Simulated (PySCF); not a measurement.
CHF3. Atoms are numbered in the order given.

```xyz
5

F      1.0807     0.6239    -0.1277
C      0.0000     0.0000     0.3364
F      0.0000    -1.2479    -0.1277
F     -1.0807     0.6239    -0.1277
H      0.0000     0.0000     1.4290
```

Geometry optimised at PBE0-D3(BJ)/def2-TZVP.

These are CAM-B3LYP/def2-TZVPD (PySCF) values and carry that method's errors.

Symmetry labels are those of the subgroup Cs that the program uses (full group C3v).

Computed valence orbital energies around the gap with their symmetry:
```
orbital  symmetry  energy (eV)
-------  --------  -----------
HOMO−7         A"       -18.60
HOMO−6         A'       -18.60
HOMO−5         A'       -15.25
HOMO−4         A"       -15.25
HOMO−3         A"       -14.23
HOMO−2         A'       -14.23
HOMO−1         A"       -13.62
HOMO           A'       -13.00
LUMO           A'         0.90
LUMO+1         A'         1.78
LUMO+2         A'         1.91
LUMO+3         A"         1.91
```
